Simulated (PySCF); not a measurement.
Computed with PySCF and rigid-rotor harmonic-oscillator thermochemistry at 1 bar. 'Table' is the NASA 1993 thermochemical table (part measured, part estimated). 6-31G* has spherical d functions here. All species are closed-shell singlets. The harmonic model lacks anharmonicity and excited electronic states, which grow with temperature; levels with a mode under 35 cm⁻¹ are left out.

Harmonic frequencies at HF/6-31G* (cm⁻¹): 589. Point group D∞h; S°(298 K) = 222.7 J/mol/K at this level.

Q: Work out Cp and S° of gaseous Cl2 at 500, 800, 1200, 1600, 2000 K from these, and set them beside the table.

A: 
```tsv
T (K)	Cp HF/6-31G*	Cp table	S° HF/6-31G*	S° table
500	35.7	36.1	240.7	241.2
800	36.7	37.1	257.7	258.5
1200	37.1	37.4	272.7	273.6
1600	37.2	37.8	283.4	284.4
2000	37.3	38.5	291.7	292.9
```
Units J/mol/K.
